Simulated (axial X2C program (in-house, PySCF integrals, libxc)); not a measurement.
# Ionising SiH

All values come from calculations with an in-house relativistic program for diatomic molecules, spin-free (one-electron X2C) or two-component (2c: spin–orbit coupling with atomic mean-field Coulomb and Gaunt terms, which also bring small scalar terms), in Dyall basis sets with cores contracted in-house; open shells are unrestricted.

Basis sets: H dyall-v3z, Si dyall-v3z. Frozen shells (counts by l): SiH Si 2s1p, H none, 5 electrons correlated; SiH⁺ Si 2s1p, H none, 4 electrons correlated. Where the outer core of a metal is frozen, bonds come out longer and ionisation energies lower.

| Hamiltonian | level | SiH state | Re (Å) | ωe (cm⁻¹) | De (eV) |
| --- | --- | --- | --- | --- | --- |
| spin-free | HF | M_S = 1/2, Λ = 1 | 1.518 | 2123.7 | 2.16 |
| spin-free | PBE0 | M_S = 1/2, Λ = 1 | 1.536 | 2015.8 | 3.01 |
| spin-free | MP2 | M_S = 1/2, Λ = 1 | 1.521 | 2089.3 | 2.92 |
| 2c | HF | Ω = 1/2 | 1.518 | 2123.0 | 2.16 |
| 2c | PBE0 | Ω = 1/2 | 1.536 | 2015.2 | 3.02 |
| 2c | MP2 | Ω = 1/2 | 1.521 | 2088.7 | 2.94 |

Adiabatic ionisation energy (minimum to minimum, no zero-point term) and constants of SiH⁺:

```json
{"Hamiltonian": "spin-free", "level": "HF", "SiH⁺ state": "M_S = 0, Λ = 0", "IE (eV)": "7.38", "Re (Å)": "1.500", "ωe (cm⁻¹)": "2259.9", "De (eV)": "2.40", "fragments": "Si+ + H"}
{"Hamiltonian": "spin-free", "level": "PBE0", "SiH⁺ state": "M_S = 0, Λ = 0", "IE (eV)": "8.01", "Re (Å)": "1.523", "ωe (cm⁻¹)": "2119.2", "De (eV)": "3.21", "fragments": "Si+ + H"}
{"Hamiltonian": "spin-free", "level": "MP2", "SiH⁺ state": "M_S = 0, Λ = 0", "IE (eV)": "7.78", "Re (Å)": "1.505", "ωe (cm⁻¹)": "2210.9", "De (eV)": "3.18", "fragments": "Si+ + H"}
{"Hamiltonian": "2c", "level": "HF", "SiH⁺ state": "Ω = 0", "IE (eV)": "7.39", "Re (Å)": "1.500", "ωe (cm⁻¹)": "2259.6", "De (eV)": "2.40", "fragments": "Si+ + H"}
{"Hamiltonian": "2c", "level": "PBE0", "SiH⁺ state": "Ω = 0", "IE (eV)": "8.02", "Re (Å)": "1.523", "ωe (cm⁻¹)": "2118.8", "De (eV)": "3.21", "fragments": "Si+ + H"}
{"Hamiltonian": "2c", "level": "MP2", "SiH⁺ state": "Ω = 0", "IE (eV)": "7.78", "Re (Å)": "1.505", "ωe (cm⁻¹)": "2210.6", "De (eV)": "3.16", "fragments": "Si+ + H"}
```

**Question.** Add the zero-point terms to the ionisation energy at MP2, 2c, and say whether the electron removed was bonding.

**Answer.** IE0 = IE + (ωe⁺ − ωe)/2 = 7.78 + (0.008) = 7.79 eV. Re changes by -0.016 Å, so the electron was nearly non-bonding.

**Question.** Close the cycle De(SiH⁺) + IE(SiH) = De(SiH) + IE(Si) to find the atomic ionisation energy at MP2, 2c.

**Answer.** IE(Si) = 3.16 + 7.78 − 2.94 = 8.00 eV, for the determinants used.

Each entry is the lowest single determinant of a limited PBE0 search at one distance. De goes to single-determinant-based atoms at the same level (for ions the charge split of lowest energy) and is withheld (n/a) where an atom does not fit its ground term or J level. Main or longest-lived isotopes. Some light 2c atoms are not at their ground J level, so De misses part of their lowering (0.04 eV or less). The functionals have no current term, which raises determinants with orbital currents.
